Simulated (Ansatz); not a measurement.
The inner images of a band of BClH$_{4}$O (7 atoms, charge 0, multiplicity 1) are given out of order.

These are results of RKS LDA/def2-SVP (Ansatz 0.2.0), not measurements.

First end point:

```xyz
7
Properties=species:S:1:pos:R:3
B 0.039 -0.140 0.130
Cl -0.146 0.439 1.877
H 1.099 0.198 -0.369
H -0.977 0.010 -0.537
O 0.142 -1.733 0.387
H -0.749 -2.110 0.222
H 0.241 -1.694 1.381
```

Last end point:

```xyz
7
Properties=species:S:1:pos:R:3
B -0.113 -0.380 -0.535
Cl 0.734 -0.329 3.010
H 0.502 0.601 -0.164
H -0.524 -0.549 -1.672
O -0.336 -1.327 0.403
H -0.832 -2.113 0.101
H 0.218 -0.933 1.948
```

Put them in order from the first end to the last, with their energies above the first end.
A.
```xyz
7
Properties=species:S:1:pos:R:3
B 0.041 -0.208 0.057
Cl -0.075 0.276 1.958
H 1.100 0.191 -0.385
H -1.005 0.032 -0.527
O 0.155 -1.732 0.389
H -0.693 -2.184 0.188
H 0.127 -1.404 1.412
```
B.
```xyz
7
Properties=species:S:1:pos:R:3
B 0.039 -0.330 -0.083
Cl -0.042 0.157 2.095
H 1.093 0.194 -0.374
H -1.032 0.048 -0.526
O 0.149 -1.733 0.269
H -0.705 -2.196 0.162
H 0.148 -1.169 1.548
```
C.
```xyz
7
Properties=species:S:1:pos:R:3
B -0.026 -0.409 -0.454
Cl 0.188 -0.093 2.830
H 0.953 0.305 -0.352
H -1.010 -0.128 -1.121
O 0.023 -1.587 0.214
H -0.780 -2.137 0.114
H 0.302 -0.981 1.859
```
D.
```xyz
7
Properties=species:S:1:pos:R:3
B 0.015 -0.424 -0.331
Cl 0.013 0.075 2.526
H 1.062 0.190 -0.394
H -1.059 0.026 -0.701
O 0.106 -1.714 0.102
H -0.751 -2.183 0.087
H 0.264 -0.999 1.802
```
E.
```xyz
7
Properties=species:S:1:pos:R:3
B -0.071 -0.394 -0.512
Cl 0.443 -0.204 2.981
H 0.758 0.453 -0.239
H -0.821 -0.337 -1.474
O -0.131 -1.456 0.323
H -0.810 -2.124 0.102
H 0.281 -0.967 1.910
```

A (+15.8 kJ/mol), B (+50.4 kJ/mol), D (+31.0 kJ/mol), C (+28.4 kJ/mol), E (+25.0 kJ/mol).

Run time: 53 s on 1 thread of Intel(R) Xeon(R) Platinum 8488C (Sapphire Rapids) (shared host), peak memory 0.13 GiB.
